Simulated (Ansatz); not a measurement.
# CHAl (triplet): from Hartree-Fock to the top rungs, def2-TZVPP

The task here is to estimate one member of a computed series from the others.

Computed with Ansatz 0.2.0, Gaussian basis. Level: def2-TZVPP, core rule «outside noble gas», up to 6 orbitals frozen.

Plan: UHF; ROHF; CCSD(T) on UHF.

2 further runs of the same task are left out: 2 set aside as unsound or not needed.

## The geometry

The geometry is a PBE0/def2-TZVP stationary point (not a proven minimum).

3 atoms, charge 0, spin multiplicity 3.

Atoms are counted from 1 here; the program's logs count them from 0.

Bond lengths: Al1–C2 1.916 Å, Al1–H3 1.601 Å. Angles: C2–Al1–H3 180.0°.

Coordinates:

```xyz
3
CHAl
Al    0.0000    0.0000    0.1051
C     0.0000    0.0000   -1.8111
H     0.0000    0.0000    1.7060
```

Set-up of the first run:

in.yaml reads:

```yaml
crystal:
  periodic: [false, false, false]
  atoms:
    - {symbol: Al, position_ang: [0.000000, 0.000000, 0.105100]}
    - {symbol: C, position_ang: [0.000000, 0.000000, -1.811100]}
    - {symbol: H, position_ang: [0.000000, 0.000000, 1.706000]}
basis:
  gaussian: {orbitals: def2-TZVPP}
magnetization: {spin_polarized: true, initial_magnetization: 2}
hamiltonian: {xc: hf}
output: {orbitals: {seedname: orbitals}}
```

Launch:

```console
$ ansatz run in.yaml --threads 1 --pin off --events-out ev --progress --plain --max-ram 4096MiB --backend cpu
```

Among the steps run: UHF; ROHF; CCSD(T) on UHF.

One table of the session follows, with a row left open; its other results are not shown here.

It belongs to the step «Misses and costs». 

| method | from UCCSD(T) (kJ/mol) |
| --- | --- |
| ROHF | +572.1 |
| UHF | ? |
| UMP2 | +101.5 |
| UCCSD | +29.1 |
| UCCSD(T) | 0 |

Q: Estimate the row for UHF from the others.

As computed: from UCCSD(T) (kJ/mol): +562.4. In the column «from UCCSD(T) (kJ/mol)» it lies between UMP2 (+101.5) and ROHF (+572.1).

With the free atoms at the same levels and basis (separate runs), the atomisation energy is 5.335 eV at UCCSD(T), 3.470 eV at ROHF.
